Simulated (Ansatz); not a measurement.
Isolated molecules relaxed with PBE0-D4/def2-TZVP in Ansatz; ΔE leaves out vibrations. CCSD(T)/CBS is the MP2 limit (def2-TZVPP, def2-QZVPP) plus CCSD(T) − MP2 in def2-TZVPP, frozen cores. This one scheme is used for every species. DFT in def2-TZVPP. B3LYP here is the variant with VWN-RPA as its local correlation; programs differ in this. Triplets are unrestricted, without spin–orbit coupling. One conformer a species, not always the lowest.

Consider the formal loss of a carbene: `COC(C)(F)F` → `COC(F)F` + `[CH2]` (triplet).

```csv
level,ΔE (kJ/mol)
PBE-D4,460.9
B3LYP-D4,448.3
ωB97X-V,470.3
PBE0,447.8
SCS-MP2/def2-TZVPP,457.2
MP2/def2-QZVPP,465.0
SCS-MP2/def2-QZVPP,465.7
MP2/CBS(def2),470.5
```

Task: What does CCSD(T)/CBS give? (Best estimate.)

Result: Ansatz gave: +459.0 kJ/mol. The listed levels differ from it by 1.9, -10.7, 11.3, -11.2, -1.8, 6.0, 6.7, 11.5 kJ/mol.

Largest T1 diagnostic among the species: 0.011.

In def2-TZVPP, CCSD(T) changes the Hartree–Fock value by +137.9 kJ/mol (the triples alone add +11.6 kJ/mol) and MP2 by +149.4 kJ/mol. From PBE to PBE0 (25 % exact exchange), in def2-TZVPP and without D4, ΔE moves by −6.0 kJ/mol. The D4 term adds +11.2 kJ/mol with B3LYP and +6.0 kJ/mol with PBE0; it sums over pairs of atoms, weighted by their polarisabilities, and B3LYP, whose exchange is more repulsive, gets the larger term.
